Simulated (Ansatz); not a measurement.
The cluster Li₃H₃. Charge 0, multiplicity 1. Geometry r2SCAN-D4/def2-TZVP; atoms count from 1.

```xyz
6

Li    0.3148   -1.5591   -0.3134
Li   -0.5530    0.4382    1.4597
Li    0.2378    1.1205   -1.1459
H     0.6097   -0.4848   -1.6150
H    -0.2677   -1.2399    1.2658
H    -0.3416    1.7252    0.3488
```

The structure comes from a short search, and lower isomers may exist.

Q: Estimate the Mulliken populations from the PBE0/def2-TZVP orbitals of Ansatz.

A: 
| atom | charge (e) |
| --- | --- |
| Li1 | 0.54 |
| Li2 | 0.54 |
| Li3 | 0.54 |
| H4 | -0.54 |
| H5 | -0.54 |
| H6 | -0.54 |
Mulliken values and Mayer orders depend strongly on the basis.
